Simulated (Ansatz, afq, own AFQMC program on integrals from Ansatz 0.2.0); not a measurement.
Integrals from Ansatz 0.2.0, then the random walk in our own AFQMC program (afq).

```yaml
crystal:
  periodic: [false, false, false]
  atoms:
    - {symbol: Al, position_ang: [0.000000, -0.189462, 1.053724]}
    - {symbol: C, position_ang: [0.000000, 0.372143, -2.288420]}
    - {symbol: H, position_ang: [0.000000, 0.774920, 2.311016]}
    - {symbol: H, position_ang: [0.000000, -0.137695, -3.249128]}
basis:
  gaussian: {orbitals: cc-pVDZ}
magnetization: {spin_polarized: false, initial_magnetization: 1}
correlation: {method: ccsd_t, electrons: outside_noble_gas, hamiltonian_folder: ham}
```

```sh
$ ansatz run in.yaml --threads 1 --pin off --events-out ev --progress --plain --max-ram 1382MiB
```

afq runs on the folder ham with

```
--method phaseless --trial cisd --walkers 60 --populations 1 --least-time 40 --time-step 0.005 --steps-per-block 50 --equilibration-blocks 40 --max-blocks 300 --target-error 0.00072 --factor-cut 1e-05 --start spin_pure --seed 9191 --release-times 0.24,0.51,0.99,1.62,2.4 --release-step 0.03 --release-every 4 --taylor-order 6
```

Times are imaginary, in 1/Eh. The walk had a cap of 1011 s.

afq prints:

```
orbitals 36  electrons 5 4  factors 250 of 401
reference energy -280.72146418 Eh
CCSD correlation -0.18385873 Eh in 22 cycles, weight of the determinant in the CISD state 0.8605
energy of the start -280.905323 Eh
 block  time / (1/Eh)  mean weight  energy / Eh
     1     0.250  1.0014  -280.902847
     2     0.500  1.0003  -280.902514
     3     0.750  1.0002  -280.904469
     4     1.000  0.9993  -280.904841
     5     1.250  0.9999  -280.906260
     9     2.250  1.0002  -280.906592
    21     5.250  1.0010  -280.910823
    41    10.250  0.9980  -280.908203
    61    15.250  0.9999  -280.917672
    81    20.250  1.0009  -280.909087
   101    25.250  1.0014  -280.909184
   111    27.750  1.0007  -280.905005
   121    30.250  0.9987  -280.910156
   141    35.250  1.0010  -280.913490
   161    40.250  0.9972  -280.905577
   181    45.250  0.9979  -280.911095
   196    49.000  1.0002  -280.909874
blocks merged  error / Eh  count
     1  0.000252  160
     2  0.000326  80
     4  0.000401  40
     8  0.000448  20
    16  0.000600  10
released: time / (1/Eh)  energy / Eh  error  mean overlap
  0.24  -280.910134  0.000337  0.9951
  0.51  -280.910619  0.000457  0.9925
  0.99  -280.910362  0.000584  0.9783
  1.62  -280.910352  0.000605  0.9743
  2.40  -280.911411  0.001071  0.9640
energy -280.909876 +/- 0.000448 Eh
(rows thinned)
```

The run passed its tests (sampling time, drift between the halves within three errors, error under three times the target), which doesn't prove that it has relaxed.

Against this walk (error 12.2 meV) on the same determinant: CCSD(T) 26.6 meV higher, CCSDT(Q) 14.5 meV lower (within the noise). The error is statistical and leaves out the bias of the constraint. Released to 1.62 1/Eh the energy moves by -13 ± 20 meV (both errors), within twice the noise.

Cautions: constraint bias not in the error; higher spins were not checked; a spin-contaminated unrestricted determinant lies lower (UHF 243 meV lower, ⟨S²⟩ 1.33).

The walk took 2.7 min on 1 thread of Arm Neoverse V2, on a shared host. The log's last line is the phaseless energy.

CCSDT and higher add their correlation energy to the determinant of the CCSD(T) run, since their own runs factorise the integrals more tightly (a shift of under 2 meV). A walk keeps the symmetry of its determinant, which the program's search chose and which needn't be the lowest solution, so a lower state of the same spin and another symmetry isn't excluded.
